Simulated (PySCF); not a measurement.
Bond length, frequency and bond energy of BP by level of theory

State: ³Π (triplet), unpaired electrons σ ↑, π ↑. Set-up: PySCF, spin-free X2C with a Gaussian nucleus, basis sets B x2c-SVPall, P x2c-SVPall. De refers to B + P in their high-spin ground configurations, without counterpoise correction. The functionals are run spin-unrestricted. A positive dipole means B(−)P(+).

```tsv
Level	Re (Å)	ωe (cm⁻¹)	De (eV)	μ (D)	CPU s a point (SCF and correlation, without the integrals)
ROHF	1.718	1084	1.75	-0.81	0.033
ROHF-MP2	1.748	1003	3.04	n/a	0.053
ROHF-SCS-MP2	1.748	994	2.87	n/a	n/a
ROHF-CCSD	1.749	993	2.70	n/a	n/a
ROHF-CCSD(T)	1.761	958	2.91	n/a	0.52
PBE	1.760	954	3.93	0.00	0.35
r²SCAN	1.747	994	3.76	-0.32	1.2
TPSSh	1.751	975	3.53	-0.22	0.62
r²SCANh	1.742	1006	3.66	-0.36	0.56
PBE0	1.742	1000	3.63	-0.23	0.49
M06	1.744	989	3.65	-0.20	0.56
LC-ωPBE	1.719	1061	3.33	-0.42	1
```

Which functional lies closest to ROHF-CCSD(T) in De, which farthest, and by how much do they differ from it?

Closest is LC-ωPBE (-4.2 pm in Re, +10.8 % in ωe, +0.42 eV in De against ROHF-CCSD(T) in the same basis), farthest PBE (-0.1 pm in Re, -0.4 % in ωe, +1.02 eV in De). CCSD(T) converges more slowly with the basis than the functionals do and binds too weakly in this one, so the order can change at the basis-set limit.

What does a quarter of exact exchange do here, going from PBE to PBE0?

PBE0 less PBE: -1.8 pm in Re, +4.8 % in ωe, -0.30 eV in De. Exact exchange removes part of the self-interaction that spreads semilocal densities, and in most molecules shortens and stiffens the bond and lowers De; so it does here.

What does the triples do here, going from ROHF-CCSD to ROHF-CCSD(T)?

ROHF-CCSD(T) less ROHF-CCSD: +1.2 pm in Re, -3.5 % in ωe, +0.21 eV in De. Correlation nearly always deepens the well. The bond lengthens, as in strong covalent bonds, where excitations into antibonding orbitals dominate.

Correlated steps freeze 6 core orbitals. Correlated levels converge slowly with the basis: in double zeta they bind strong bonds too weakly, by up to about 1 eV, and carry superposition errors of some tenths. The state is the lowest determinant that a PBE0 search found; another state may lie lower at other levels.

The whole job (state search and all levels along the bond) took about 1.4 min on 1 thread of Arm Neoverse V1 (shared host), peak memory 0.4 GiB.
